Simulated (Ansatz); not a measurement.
```xyz
3

S     0.0000    0.0000    1.5611
C     0.0000    0.0000    0.0000
S     0.0000    0.0000   -1.5611
```

Basis set: pcseg-2 (spherical functions). Charge 0, multiplicity 1.

Computed with Ansatz (development build ahead of 0.2.0); each method stands on the lowest determinant of its kind that the runs found. Restricted functionals stand beside restricted open-shell atoms, which can lie above the unrestricted atoms usual in DFT and then raise those values.

The atomization energy at this shape (free ground-state atoms in the same class of orbitals less the molecule, no zero-point energy) of singlet CS2:

```csv
method,atomization energy
r²SCAN (restricted),12.74 eV
```

Task: What does PBE0 (restricted) give?

Result: 12.44 eV.

The shape needn't be a minimum at these levels.
